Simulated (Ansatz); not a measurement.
`FCC(F)CF` → `[CH2]C(F)CF`• + F• at 700 K and 1 bar (homolysis of the C–F bond).

Gas-phase electronic energies from Ansatz, PBE0-D4/def2-TZVP geometries. CBS: MP2 limit from def2 TZ/QZ plus the TZ coupled-cluster correction, frozen cores. This one scheme is used for every species, atoms too. No spin–orbit coupling; open shells (•) take unrestricted orbitals. Spin–orbit coupling would lower the free atoms: a little for F. One conformer a species, not always the lowest.

```json
{"species": "`FCC(F)CF`", "CCSD(T)/CBS energy (Eh)": "-416.52222", "H − E (kJ/mol)": "288.6", "S (J/(mol·K))": "443.0"}
{"species": "`[CH2]C(F)CF`•", "CCSD(T)/CBS energy (Eh)": "-316.66829", "H − E (kJ/mol)": "263.1", "S (J/(mol·K))": "428.9"}
{"species": "F•", "CCSD(T)/CBS energy (Eh)": "-99.66871", "H − E (kJ/mol)": "14.6", "S (J/(mol·K))": "178.2"}
```

H − E and S are ideal-gas, rigid-rotor, harmonic terms from PBE0-D4/def2-TZVP, for one conformer and one mirror image of each species, with the whole ground term of open shells counted as degenerate. 1 Eh = 2625.50 kJ/mol, R = 8.31446 J/(mol·K).

Task: By hand: ΔE, ΔH, ΔS and ΔG.

Result: ΔE = (-316.66829) + (-99.66871) − (-416.52222) = 0.18522 Eh = 486.3 kJ/mol. Δ(H − E) = 263.1 + 14.6 − 288.6 = -10.9, so ΔH = 475.4 kJ/mol. ΔS = 428.9 + 178.2 − 443.0 = 164.1 J/(mol·K). ΔG = 475.4 − 700 × (164.1)/1000 = 360.5 kJ/mol.

Task: By hand: the equilibrium constant, and the temperature at which ΔG would vanish if ΔH and ΔS stayed fixed.

Result: log₁₀ K = −ΔG/(RT ln 10) = -26.9. ΔG = 0 at ΔH/ΔS = 2897 K, far beyond where these terms or the molecules hold.

The number of gas molecules changes by +1, which sets the sign of ΔS. A doubt of 5 kJ/mol in ΔE shifts log₁₀ K by 0.4 here. Other conformers and mirror images would add mixing entropy, several J/(mol·K) or more a flexible species. These are equilibria of isolated gas molecules and say nothing of rates. Largest T1 diagnostic: 0.012 (customary marks: 0.02 for closed shells, 0.045 for open ones).
